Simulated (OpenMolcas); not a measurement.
# Si3H7 (SMILES [SiH3][SiH][SiH3]) at 6 levels

Wanted: a comparison of 6 runs (UHF/STO-3G, UHF/cc-pVDZ, UB3LYP/6-31G*, U-revPBE/cc-pVDZ, UPBE0/cc-pVDZ, ROMP2/cc-pVDZ) of Si3H7. 

The results are computed with OpenMolcas 26.06.

## 1. The system as given

Si3H7 has 10 atoms, charge 0, and is taken as a doublet. As SMILES, `[SiH3][SiH][SiH3]`. The Si3–H8 distance was set to 1.933 Å, away from the relaxed value.

Bond lengths: Si1–Si2 2.324 Å, Si2–Si3 2.324 Å, Si1–H4 1.487 Å, Si1–H5 1.487 Å, Si1–H6 1.490 Å, Si2–H7 1.491 Å, Si3–H9 1.490 Å, Si3–H10 1.487 Å. Some angles: Si1–Si2–Si3 117.3°, Si1–Si2–H7 113.2°, Si3–Si2–H7 113.2°, Si2–Si1–H4 108.6°, Si2–Si1–H5 110.1°, Si2–Si1–H6 112.2°, Si2–Si3–H9 112.2°, Si2–Si3–H10 110.1°, H4–Si1–H5 109.1°, H4–Si1–H6 108.5°. A long bond or contact: Si3–H8 1.933 Å.

## 2. A single-point energy at UHF/STO-3G (run 1)

job.input

```
&GATEWAY
BasLib = $CurrDir
BasisSet
Si.STO-3G....
Si1 -0.973336 1.108770 -1.306764 angstrom
Si2 1.072964 0.122270 -0.817164 angstrom
Si3 1.353964 -0.749430 1.318536 angstrom
End of Basis
BasisSet
H.STO-3G....
H4 -2.058336 0.188670 -0.874664 angstrom
H5 -1.090136 1.343670 -2.770564 angstrom
H6 -1.151936 2.411770 -0.606464 angstrom
H7 2.239364 0.926070 -1.282164 angstrom
H8 -0.178100 -1.849500 1.741300 angstrom
H9 1.468564 0.317970 2.351736 angstrom
H10 2.582064 -1.586430 1.371236 angstrom
End of Basis
&SEWARD
&SCF
UHF
Spin = 2
Thresholds = 1e-10 1e-07 1e-07 1e-05
PrOrbitals = 1 2
```

The basis set STO-3G is read from a file made from the Basis Set Exchange's data (not shown).

Started as:

```sh
$ export MOLCAS_MEM=1860
$ pymolcas job.input > job.log
```

The program printed:

```text
--- Start Module: gateway ---
[...]
--- Stop Module: gateway /rc=_RC_ALL_IS_WELL_ ---
--- Start Module: seward ---
[...]
      Basis functions           34
--- Stop Module: seward /rc=_RC_ALL_IS_WELL_ ---
--- Start Module: scf ---
[...]
       Convergence after  19 Iterations
[...]
::    Total SCF energy                               -860.7678660231
[...]
      Total spin, S                                     0.5044085778
[...]
      Total electronic charge=   49.000000
      Total            charge=   -0.000000
[...]
      Dipole Moment (debye):
      Origin of the operator (angstrom)=    0.4670    0.1675   -0.2484
                   X=  5.0052E-01               Y=  4.3535E-02               Z= -5.0230E-01           Total=  7.1044E-01
      Quadrupole Moment (debye*angstrom):
[...]
--- Stop Module: scf /rc=_RC_ALL_IS_WELL_ ---
[...]
```

It took 1.3 s on 1 thread of Intel Xeon 6975P-C (Granite Rapids), shared host; peak memory 0.37 GiB.

## 3. The energy at UHF/cc-pVDZ (run 2)

coord.xyz

```xyz
10

Si    -0.973336     1.108770    -1.306764
Si     1.072964     0.122270    -0.817164
Si     1.353964    -0.749430     1.318536
H     -2.058336     0.188670    -0.874664
H     -1.090136     1.343670    -2.770564
H     -1.151936     2.411770    -0.606464
H      2.239364     0.926070    -1.282164
H     -0.178100    -1.849500     1.741300
H      1.468564     0.317970     2.351736
H      2.582064    -1.586430     1.371236
```

mol.inp

```
* H7Si3 Hartree-Fock
>>> EXPORT MOLCAS_PRINT=2
&GATEWAY
BasLib=$CurrDir
Coord=coord.xyz
Basis=cc-pVDZ
Group=NoSym
&SEWARD
&SCF
UHF
Spin=2
Thresholds=1e-10 1e-07 1e-07 1e-05
PrOrbitals=1 2
```

The basis set cc-pVDZ is read from a file made from the Basis Set Exchange's data (not shown).

Started as:

```sh
$ export MOLCAS_MEM=1860
$ pymolcas mol.inp > mol.log
```

The program printed:

```text
--- Start Module: gateway ---
[...]
--- Stop Module: gateway /rc=_RC_ALL_IS_WELL_ ---
--- Start Module: seward ---
[...]
      Basis functions           89
--- Stop Module: seward /rc=_RC_ALL_IS_WELL_ ---
[...]
--- Start Module: scf ---
[...]
       Convergence after  17 Iterations
[...]
::    Total SCF energy                               -870.7868923406
[...]
      Total spin, S                                     0.5054285762
[...]
      Total electronic charge=   49.000000
      Total            charge=   -0.000000
[...]
      Dipole Moment (debye):
      Origin of the operator (angstrom)=    0.4670    0.1675   -0.2484
                   X=  5.7808E-01               Y=  5.0636E-01               Z= -3.8279E-01           Total=  8.5855E-01
      Quadrupole Moment (debye*angstrom):
[...]
--- Stop Module: scf /rc=_RC_ALL_IS_WELL_ ---
[...]
```

It took 6 s on 1 thread of Intel Xeon 6975P-C (Granite Rapids), shared host; peak memory 0.49 GiB.

## 4. The energy at UB3LYP/6-31G(d) (Cartesian functions) (run 3)

calc.inp

```
&GATEWAY
  BasLib=$CurrDir
  Coord
  10
  angstrom
  Si      -0.973336       1.108770      -1.306764
  Si       1.072964       0.122270      -0.817164
  Si       1.353964      -0.749430       1.318536
  H       -2.058336       0.188670      -0.874664
  H       -1.090136       1.343670      -2.770564
  H       -1.151936       2.411770      -0.606464
  H        2.239364       0.926070      -1.282164
  H       -0.178100      -1.849500       1.741300
  H        1.468564       0.317970       2.351736
  H        2.582064      -1.586430       1.371236
  Basis=6-31Gs
  Group=NoSym

&SEWARD
  GridInput
  Grid=UltraFine
  End of Grid

&SCF
  UHF
  Spin=2
  KSDFT=B3LYP
  Thresholds=1e-10 1e-07 1e-07 1e-05
  PrOrbitals=1 1
```

The basis set 6-31G* is read from a file made from the Basis Set Exchange's data (not shown).

Started as:

```sh
$ export MOLCAS_MEM=1860
$ pymolcas calc.inp > calc.log
```

The program printed:

```text
--- Start Module: gateway ---
[...]
--- Stop Module: gateway /rc=_RC_ALL_IS_WELL_ ---
--- Start Module: seward ---
[...]
      Basis functions           71
--- Stop Module: seward /rc=_RC_ALL_IS_WELL_ ---
[...]
--- Start Module: scf ---
[...]
       Convergence after  15 Iterations
[...]
::    Total KS-DFT energy                            -872.6049978205
[...]
      Total spin, S                                     0.5014871576
[...]
      Total electronic charge=   49.000000
      Total            charge=   -0.000000
[...]
      Dipole Moment (debye):
      Origin of the operator (angstrom)=    0.4670    0.1675   -0.2484
                   X=  4.7957E-01               Y=  5.5956E-01               Z= -2.3579E-01           Total=  7.7375E-01
      Quadrupole Moment (debye*angstrom):
[...]
--- Stop Module: scf /rc=_RC_ALL_IS_WELL_ ---
[...]
```

Wall time 23 s (1 thread of Intel Xeon 6975P-C (Granite Rapids), shared host); peak memory 0.42 GiB.

Runs 4 to 5 aren't shown in full; the table further down has their settings and results.

## 5. A single-point energy at ROMP2/cc-pVDZ (run 6)

run.input

```
&GATEWAY
  BASLIB=$CurrDir
  COORD
  10
  angstrom
  Si      -0.973336       1.108770      -1.306764
  Si       1.072964       0.122270      -0.817164
  Si       1.353964      -0.749430       1.318536
  H       -2.058336       0.188670      -0.874664
  H       -1.090136       1.343670      -2.770564
  H       -1.151936       2.411770      -0.606464
  H        2.239364       0.926070      -1.282164
  H       -0.178100      -1.849500       1.741300
  H        1.468564       0.317970       2.351736
  H        2.582064      -1.586430       1.371236
  BASIS=cc-pVDZ
  GROUP=NoSym

&SEWARD

&SCF
  UHF
  SPIN=2
  THRESHOLDS=1e-10 1e-07 1e-07 1e-05
  PRORBITALS=1 2

&RASSCF
  FILEORB=$Project.UnaOrb
  SPIN=2
  NACTEL=1 0 0
  INACTIVE=24
  RAS2=1
  OUTORBITALS=Canonical
  ORBLISTING=NoCore

&CASPT2
  IPEA=0.0
  FROZEN=15
```

The basis set cc-pVDZ is read from a file made from the Basis Set Exchange's data (not shown).

Started as:

```sh
$ export MOLCAS_MEM=1860
$ pymolcas run.input > run.log
```

The program printed:

```text
--- Start Module: gateway ---
[...]
--- Stop Module: gateway /rc=_RC_ALL_IS_WELL_ ---
[...]
      Basis functions           89
[...]
       Convergence after  17 Iterations
[...]
::    Total SCF energy                               -870.7868923406
[...]
      Total spin, S                                     0.5054285762
[...]
--- Start Module: rasscf ---
[...]
      Number of active orbitals                  1
[...]
      Spin quantum number                      0.5
[...]
      Active orbitals                            1
[...]
      Number of CSFs                             1
[...]
      Number of root(s) required                 1
[...]
      Convergence after 10 iterations
[...]
      printout of CI-coefficients larger than  0.05 for root  1
      energy=    -870.784261
      conf/sym  1     Coeff  Weight
             1  u   1.00000 1.00000
      Natural orbitals and occupation numbers for root  1
      sym 1:   1.000000
      ************************************************************************************************************************
      *                                                    Final results                                                     *
[...]
::    RASSCF root number  1 Total energy:   -870.78426076
[...]
      Total electronic charge=   49.000000
      Total            charge=   -0.000000
[...]
      Dipole Moment (debye):
      Origin of the operator (angstrom)=    0.4670    0.1675   -0.2484
                   X=  5.7927E-01               Y=  5.1120E-01               Z= -3.7819E-01           Total=  8.6018E-01
      Quadrupole Moment (debye*angstrom):
[...]
--- Stop Module: rasscf /rc=_RC_ALL_IS_WELL_ ---
[...]
--- Start Module: caspt2 ---
[...]
 ###    WARNING: User changed nr of frozen orbitals.                         ###
 ###############################################################################
[...]
      E2 (Variational):          -0.2999565524
      Total energy:            -871.0842173096
[...]
      Reference weight:           0.86613
[...]
::    CASPT2 Root  1     Total energy:   -871.08421731
[...]
--- Stop Module: caspt2 /rc=_RC_ALL_IS_WELL_ ---
[...]
```

Run time: 11 s. Hardware: 1 thread of Intel Xeon 6975P-C (Granite Rapids), shared host; peak memory 0.49 GiB.

## 6. Overview of the runs

```tsv
run	level	Cartesian functions	integration grid	energy (Eh)	dipole moment (D)	HOMO energy (eV)	LUMO energy (eV)	wall time
1	UHF/STO-3G	no	–	-860.767866	0.71	-5.80	6.50	1.3 s
2	UHF/cc-pVDZ	no	–	-870.786892	0.86	-8.71	0.74	6 s
3	UB3LYP/6-31G* (Cartesian functions)	yes	UltraFine	-872.604998	0.77	-5.83	-3.09	23 s
4	U-revPBE/cc-pVDZ	no	UltraFine	-872.411243	0.65	-5.14	-3.58	41 s
5	UPBE0/cc-pVDZ	no	UltraFine	-872.217138	0.66	-6.20	-2.86	36 s
6	ROMP2/cc-pVDZ	no	–	-871.084217	–	–	–	11 s
```

## 7. What came out

| quantity | value |
| --- | --- |
| run 6: total energy | -871.08422 Eh |

What this shows: Over runs 1, 2, 3, 4, 5 the dipole moment (its size) runs from 0.65 D (U-revPBE/cc-pVDZ) to 0.86 D (UHF/cc-pVDZ). Totals of different functionals can't be ranked against each other. In run 1 the basis is minimal, so the values are rough. All runs together took 2 min, the longest 41 s.
